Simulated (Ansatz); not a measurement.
Geometry optimisation, Ansatz, RKS B3LYP-D4/def2-SVP.

Input:

```yaml
crystal:
  periodic: [false, false, false]
  atoms:
    - { symbol: B, position_ang: [-0.6199, 0.7268, -1.1955] }
    - { symbol: B, position_ang: [0.0574, 0.5593, 0.2659] }
    - { symbol: C, position_ang: [0.4245, -0.8895, 0.7544] }
    - { symbol: H, position_ang: [-0.8233, -0.1516, -1.8969] }
    - { symbol: H, position_ang: [-0.9575, 1.8493, -1.5899] }
    - { symbol: H, position_ang: [0.2859, 1.5184, 0.9442] }
    - { symbol: H, position_ang: [-0.4253, -1.5213, 0.8398] }
    - { symbol: H, position_ang: [1.2126, -1.3323, 0.0492] }
    - { symbol: H, position_ang: [0.9342, -0.8054, 1.8117] }
basis:
  gaussian: { orbitals: def2-SVP }
hamiltonian:
  xc: b3lyp
  dispersion: d4
relax:
  f_tol: 0.015
  max_steps: 40
```

Command:

```bash
$ ansatz run input.yaml --threads 1 --pin off --max-ram 2048MiB --backend cpu --events-out ev --progress --plain --runs-dir out
```

Problem. Where does it end, and by what steps?

Solution. The forces met the threshold. The force dipped under the threshold on the way, but the program's further checks kept it going. After 19 steps the energy has fallen by 1.025 eV; H5 moved furthest, 1.08 Å.

| step | energy less start (eV) | largest force component (eV/Å) | accepted |
| --- | --- | --- | --- |
| 0 | 0.0000 | 3.149 | yes |
| 1 | -0.4323 | 0.872 | yes |
| 2 | -0.4901 | 0.682 | yes |
| 3 | -0.6032 | 0.815 | yes |
| 4 | -0.7382 | 0.604 | yes |
| 5 | -0.8658 | 0.606 | yes |
| 6 | -0.9783 | 0.194 | yes |
| 7 | -1.0136 | 0.164 | yes |
| 8 | -1.0173 | 0.180 | yes |
| 9 | -1.0199 | 0.236 | yes |
| 10 | -1.0241 | 0.060 | yes |
| 11 | -1.0247 | 0.038 | yes |
| 12 | -1.0250 | 0.011 | yes |
| 13 | -1.0251 | 0.040 | yes |
| 14 | -1.0252 | 0.023 | yes |
| 15 | -1.0253 | 0.006 | yes |
| 16 | -1.0253 | 0.022 | yes |
| 17 | -1.0253 | 0.017 | no |
| 18 | -1.0253 | 0.018 | yes |
| 19 | -1.0253 | 0.005 | yes |

```xyz
9
Properties=species:S:1:pos:R:3
B -0.705 0.807 -1.220
B 0.286 0.447 0.054
C 0.344 -0.886 0.887
H -0.403 0.563 -2.367
H -1.769 1.366 -1.064
H 1.084 1.313 0.370
H -0.437 -1.631 0.676
H 1.327 -1.352 0.676
H 0.360 -0.673 1.971
```

Whether the end is a true minimum wasn't checked by a vibrational analysis.

Run time: 31 s on 1 thread of Arm Neoverse V2, on a shared host, peak memory 0.12 GiB.
